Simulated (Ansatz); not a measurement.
C3H6F2O, SMILES `CCC(O)(F)F` at its PBE0-D4/def2-TZVP geometry, where that method's forces vanish. Total charge 0; spin multiplicity 1.

```xyz
12

C    -0.2419   -0.9743    1.1963
C     0.1113   -0.6319   -0.2384
C     0.0728    0.8465   -0.5197
O     0.3943    1.0982   -1.8104
F     0.9209    1.5245    0.3101
F    -1.1596    1.3659   -0.2390
H     0.4538   -0.5086    1.8959
H    -1.2498   -0.6390    1.4453
H    -0.1988   -2.0541    1.3460
H    -0.5792   -1.1041   -0.9406
H     1.1169   -0.9746   -0.4922
H     0.3593    2.0517   -1.9533
```

What forces (eV/Å) does r2SCAN-D4/def2-TZVPP give on these atoms in the Gaussian-basis code of Ansatz? (Estimate.)

The calculation gave: 
```
C1  -0.034 -0.025  0.134
C2   0.032 -0.083 -0.099
C3   0.044 -0.312 -0.076
O4   0.083 -0.003 -0.313
F5   0.251  0.198  0.270
F6  -0.377  0.150  0.104
H7  -0.011 -0.004 -0.015
H8   0.018 -0.001 -0.008
H9  -0.002  0.023  0.001
H10  0.004  0.005 -0.002
H11 -0.004  0.005 -0.004
H12 -0.005  0.047  0.007
```
